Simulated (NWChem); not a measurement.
CH3 (+1) in NWChem

```xyz
4

C      0.0000     0.0000     0.0000
H      0.0000     0.0000     1.1041
H     -0.9562     0.0000    -0.5520
H      0.9562     0.0000    -0.5520
```
Charge +1, spin multiplicity 1.

Program: NWChem. Structure: optimised with PBE0/def2-SVP, a minimum by its harmonic frequencies.

Symmetry labels belong to the abelian group C2v used in the runs, with the axes of the coordinates shown; states degenerate in a higher group split over its labels.

B3LYP has NWChem's definition, with VWN1-RPA local correlation. The spin multiplicity of the parent species was assumed, not shown to be that of its ground state. The structure started from a generated list of species.

Task: List the lowest 6 singlet excitations that TD-B3LYP/aug-cc-pVDZ, VWN1-RPA local correlation gives, with oscillator strengths.

Result: 
| state | symmetry | energy (eV) | wavelength (nm) | f |
|---|---|---|---|---|
| 1 | b2 | 5.87 | 211 | 0.000 |
| 2 | a2 | 5.87 | 211 | 0.000 |
| 3 | b1 | 14.35 | 86 | 0.173 |
| 4 | a1 | 14.35 | 86 | 0.173 |
| 5 | b2 | 14.75 | 84 | 0.152 |
| 6 | b1 | 15.62 | 79 | 0.000 |
